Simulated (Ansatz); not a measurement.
A nudged elastic band was laid between two geometries of CH₃BCl (6 atoms, charge -1, multiplicity 1).

Level of theory: Ansatz, RKS r2SCAN-D4/def2-SVP.

* movable images: 7
* climbing image: yes
* spring: 5.0 eV/Å²
* optimiser: quadratic models (default)
* start path: IDPP
* force threshold: 0.05 eV/Å
* iteration limit: 38
* end points: relaxed

Initial state:

```xyz
6
Properties=species:S:1:pos:R:3
C -0.468 0.076 -0.669
B 0.493 -0.089 0.397
Cl 0.002 0.068 2.222
H -1.534 0.300 -0.513
H -0.181 -0.017 -1.728
H 1.688 -0.338 0.291
```

Final state:

```xyz
6
Properties=species:S:1:pos:R:3
C -0.469 0.076 -0.669
B 0.494 -0.089 0.397
Cl 0.002 0.066 2.221
H -0.181 -0.015 -1.728
H -1.534 0.299 -0.511
H 1.688 -0.337 0.290
```

Q: What changes between the two ends?

A: No bond is made or broken. The dihedral H5–C1–B2–Cl3 goes from -180 to 0°. The two ends are copies of one structure, up to a mirror image or an exchange of like atoms.

Q: Give the energies along the band, and the barrier.

A: The forces met the threshold. The highest image is number 4 of 0 to 8, 42.0 kcal/mol above the ends, which have the same energy within 2 meV. A vibrational analysis at the climbing image gives one clearly imaginary mode, 871i cm⁻¹: a first-order saddle point. Limits of this set-up: an anion without diffuse functions, the dipole of an ion depends on the origin.

```
image  path coordinate (Å)  energy (kcal/mol)  dihedral H5–C1–B2–Cl3 (°)
    0                 0.00                0.0                       -180
    1                 0.44                4.9                       -149
    2                 0.88               18.1                       -116
    3                 1.31               34.0                        -85
    4                 1.75               42.0                        -56
    5                 2.19               33.9                        -37
    6                 2.63               18.0                        -25
    7                 3.07                4.9                        -15
    8                 3.50                0.0                          0
```

Q: What is the geometry of the highest image?

A: 
```xyz
6
Properties=species:S:1:pos:R:3
C -0.343 0.452 -0.837
B 0.531 0.060 0.287
Cl 0.098 -1.263 1.763
H -1.310 0.837 -0.435
H -0.641 -0.468 -1.395
H 1.665 0.382 0.617
```

Q: What are the harmonic wavenumbers there?

A: 871i, 242, 366, 435, 591, 900, 1058, 1159, 1322, 2470, 2946, 2983 cm⁻¹.

The run took 4.1 min on 1 thread of Intel(R) Xeon(R) Processor @ 2.50GHz (Skylake/Cascade Lake), with other jobs on the host, peak memory 0.12 GiB.
